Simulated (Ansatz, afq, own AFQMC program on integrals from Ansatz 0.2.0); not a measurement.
## AlH2O, doublet: AFQMC among the cluster methods

```csv
atom,x (Å),y (Å),z (Å)
Al,0.0000,-0.0905,0.8800
O,0.0000,0.0191,-1.4674
H,0.0000,1.2905,1.7129
H,0.0000,0.8289,-1.9771
```

Connectivity, by distances: AlH ··· OH.

Basis cc-pVDZ. Noble-gas cores (and the filled d shells of Ga–Kr and In–Xe) are frozen. Ansatz 0.2.0 and our own AFQMC program on the same integrals; the CISD trial comes from CCSD amplitudes, and released means the phaseless constraint is let go. Error bars are statistical, one sigma.

Determinant: UHF, the one that the program's search chose, which needn't be the lowest solution. The geometry is a point of a scan.

No full CI on the walks' own integrals is used here; CCSDT(Q) serves as the reference and is uncertain by about the last step of the cluster series.

- T1 diagnostic: 0.0328
- weight of the determinant in the CISD state: 0.881
- ⟨S²⟩ of the determinant: 0.764
- size of the correlated space: 11 electrons in 36 orbitals

```
  level  correlation energy (eV)
    MP2                  -6.7426
   CCSD                  -7.1842
CCSD(T)                  -7.3930
```

**Question.** Estimate where phaseless AFQMC with a CISD trial lies against CCSD(T) on the same integrals.

**Answer.** 0.18 ± 0.78 mEh below CCSD(T). The gap is under twice the noise, so this walk alone can't tell the two apart.

Reference: CCSDT(Q), correlation energy -7.464 eV. The released energy is read at 0.99 1/Eh, later times being too noisy (meV from the phaseless value at times in 1/Eh: -33 ± 16 at 0.24, 9 ± 22 at 0.51, -70 ± 42 at 0.99, -14 ± 50 at 1.62, -186 ± 71 at 2.40).

| level | E − E(reference) (mEh) | share of correlation (%) |
| --- | --- | --- |
| CCSD(T) | 2.62 | 99.05 |
| CCSDT | 1.49 | 99.46 |
| ph-AFQMC/HF | -2.46 ± 2.38 | 100.90 |
| ph-AFQMC/CISD | 2.44 ± 0.78 | 99.11 |
| released AFQMC | -0.14 ± 1.54 | 100.05 |

A walk keeps the symmetry of its determinant, which the program's search chose and which needn't be the lowest solution, so a lower state of the same spin and another symmetry isn't excluded. Released energies are given only where the last usable release times agree within the noise; a slower fall can still hide under it.
